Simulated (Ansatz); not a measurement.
## Ansatz (development build ahead of 0.2.0) run

```yaml
crystal:
  periodic: [false, false, false]
  atoms:
    - { symbol: C, position_ang: [-0.02332, 0.01808, -0.59884] }
    - { symbol: C, position_ang: [-0.00877, -0.02251, 0.62206] }
    - { symbol: H, position_ang: [0.00808, -0.02649, -1.69077] }
    - { symbol: H, position_ang: [0.01878, 0.02112, 1.68931] }
basis:
  gaussian: { orbitals: def2-SVP }
magnetization:
  spin_polarized: true
  initial_magnetization: 2
hamiltonian:
  xc: hf
correlation:
  method: mp2
  frozen_orbitals: { C: 1, H: 0 }
output:
  forces: true
```

The input is written out in the form of the current development build from the run's settings.

Results

```json
{
 "Converged": "yes",
 "Reference energy": "-76.59017 hartree",
 "Correlation energy": "-0.20237 hartree",
 "Total energy": "-76.79254 hartree",
 "Spin squared of the determinant": "2.018",
 "Stability test": "minimum"
}
```

Forces (eV/Å):
| atom | Fx | Fy | Fz |
| --- | --- | --- | --- |
| C1 | -0.318 | 1.415 | -12.191 |
| C2 | 0.442 | -1.312 | 11.213 |
| H3 | 0.018 | -0.396 | 0.950 |
| H4 | -0.142 | 0.293 | 0.028 |

Caution: another spin multiplicity may lie lower.
